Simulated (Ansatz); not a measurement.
Consider the atomization: `CC(C)(C)C(=O)O` → 5 C• + 10 H• + 2 O•.

Computed with Ansatz on PBE0-D4/def2-TZVP structures; ΔE is electronic, products minus reactants. CBS: MP2 limit from def2 TZ/QZ plus the TZ coupled-cluster correction, frozen cores. This one scheme is used for every species, atoms too. DFT in def2-TZVPP. Open shells (•) are unrestricted, without spin–orbit coupling. Spin–orbit coupling would lower the free atoms: a little for C, O. One conformer a species, not always the lowest.

Question: What is ΔE at CCSD(T)/CBS? (Best estimate.)

Answer: The calculation gave: +73.20 eV.

Question: What do these levels give: LDA (SPW92), BHLYP-D4, CAM-B3LYP-D4, HF/def2-SVP, CCSD(T)/def2-SVP, CCSD/def2-TZVPP? (Best estimate.)

Answer: The calculation gave: LDA (SPW92) 84.31, BHLYP-D4 70.87, CAM-B3LYP-D4 73.53, HF/def2-SVP 54.48, CCSD(T)/def2-SVP 70.37, CCSD/def2-TZVPP 70.41 eV.

Largest T1 diagnostic among the species: 0.013.

At CCSD(T), def2-SVP lies −2.83 eV from the extrapolated value and def2-TZVPP −1.68 eV: correlation converges slowly with the basis, and small sets miss more of it in the bonded molecule than in its fragments. From r2SCAN to r2SCAN0 (25 % exact exchange), in def2-TZVPP and without D4, ΔE moves by −1.14 eV: exact exchange takes away binding that semilocal exchange gives to molecules. Leaving LDA and LC-ωPBE aside and taking each functional with its dispersion term where it has one, the values, not all of them listed here, spread over 4.22 eV, from BHLYP-D4 to PBE-D4. LDA lies +9.61 eV from PBE without D4, its usual overbinding.

For atomizations the MP2-based limit and the directly extrapolated one differ by several kJ/mol either way, and by 10 to 25 for some Ge, Se and Sn compounds, so smaller differences from it don't rank the levels.
